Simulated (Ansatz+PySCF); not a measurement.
# singlet CH3F: levels of theory in one basis

| atom | x (Å) | y (Å) | z (Å) |
| --- | --- | --- | --- |
| C | 0.0000 | 0.0000 | -0.6187 |
| F | 0.0000 | 0.0000 | 1.4264 |
| H | 0.0000 | -1.0360 | -0.9966 |
| H | -0.8972 | 0.5180 | -0.9966 |
| H | 0.8972 | 0.5180 | -0.9966 |

Basis set: STO-3G (spherical functions). Correlated methods keep 2 orbitals frozen. Charge 0, multiplicity 1.

Computed with Ansatz (development build ahead of 0.2.0); each method stands on the lowest determinant of its kind that the runs found. NEVPT2 correlates all electrons. Active spaces start from the frontier orbitals, and the lowest solution found is given.

```tsv
method	E − E(RHF) (eV)	<S²> of the determinant
RHF	0.00	0.00
UHF	-2.48	0.83
RHF-MP2	-3.32	–
UHF-MP2	-3.69	0.83
RHF-CCSD	-5.06	–
RHF-CCSD(T)	-5.10	–
UHF-CCSD(T)	-5.07	0.83
full CI (lowest root of this spin)	-5.11	–
CASSCF(2,2)	-3.33	–
```

Q: What does SC-NEVPT2(2,2) give on the same scale?

A: -4.57 eV. NEVPT2 here correlates all electrons, so it doesn't share the others' frozen core.

At such a shape the full CI root can have another spatial symmetry than the determinants, so the rows needn't describe one state.

Q: Is a single determinant a sound starting point here?

A: It is doubtful. Unrestricted orbitals lower Hartree–Fock by 2.48 eV and <S²> is 0.83 where a pure state has 0.00, a sign of strong static correlation. The CASSCF(2,2) natural occupations are 1.65, 0.35.

Caution for RHF, RHF-MP2, RHF-CCSD, RHF-CCSD(T): an unrestricted determinant lies well below. Caution for UHF, UHF-MP2, UHF-CCSD(T): the unrestricted determinant is a mixture of spin states. Caution for RHF-MP2, UHF-MP2, RHF-CCSD, RHF-CCSD(T), UHF-CCSD(T): large amplitudes, a single reference is doubtful. Caution for UHF-MP2, UHF-CCSD(T): a plain start can end on a higher determinant. Caution for RHF-CCSD(T), UHF-CCSD(T): the amplitudes may be one of several solutions.
